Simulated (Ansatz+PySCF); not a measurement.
Results of a calculation; reference values are marked as such.
## Ansatz (development build ahead of 0.2.0) run

```yaml
crystal:
  periodic: [false, false, false]
  atoms:
    - { symbol: C, position_ang: [0.0, 0.0, 0.0] }
    - { symbol: H, position_ang: [0.95098, 0.95098, 0.95098] }
    - { symbol: H, position_ang: [0.63399, -0.63399, -0.63399] }
    - { symbol: H, position_ang: [-0.63399, 0.63399, -0.63399] }
    - { symbol: H, position_ang: [-0.63399, -0.63399, 0.63399] }
basis:
  gaussian: { orbitals: cc-pVDZ }
magnetization:
  spin_polarized: true
hamiltonian:
  xc: pbe0
scf:
  omitted_lower_state_checks: [stability, starts, atomic_configurations, cluster_reference, orbital_swaps, given_window_search, neighbouring_geometries, increment]
```

The input is written out in the form of the current development build from the run's settings.

Output:

```
Converged                                                          : yes
Total energy                                                       : -40.37902 hartree
Spin squared of the determinant                                    : 0.000
Occupied orbitals by symmetry in an Abelian subgroup (alpha; beta) : 4 A' 1 A''; 4 A' 1 A''
```
